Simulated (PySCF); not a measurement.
Species: BN.
SMILES: `N#B`

Theory: PBE0-D3(BJ)/def2-SVP geometry optimisation, gas phase (PySCF 2.14.0).

Masses are those of the commonest isotopes; rigid-rotor values at the optimised geometry. 

Q: What are the moment of inertia and the rotational constant?

A: I = 9.887 u·Å², B = 505379 MHz·u·Å²/I = 51113 MHz (1.7050 cm⁻¹, or 2.453 K as hB/k). For two atoms I = μr² with μ = 6.1635 u and r = 1.2666 Å.

Q: List the first levels of a rigid rotor in a Σ state.

A: E(J) = BJ(J+1): J = 1: 3.410, J = 2: 10.230, J = 3: 20.460, J = 4: 34.099, J = 5: 51.149, J = 6: 71.608 cm⁻¹.

Q: Where do the first rotational lines fall?

A: The dipole is 3.05 D; J+1 ← J lies at 2B(J+1): 1 ← 0 at 102.23 GHz, 2 ← 1 at 204.45 GHz, 3 ← 2 at 306.68 GHz, 4 ← 3 at 408.91 GHz, 5 ← 4 at 511.13 GHz, 6 ← 5 at 613.36 GHz.

Q: Estimate the classical rotational partition function at 50 K and 298.15 K.

A: Point group C∞v, symmetry number σ = 1; q = kT/(σhB), k/h = 20836.6 MHz/K: 20.4 at 50 K, 122 at 298.15 K.

Not checked by PBE0-D3(BJ)/def2-SVP frequencies. Zero-point vibration and centrifugal distortion are left out.
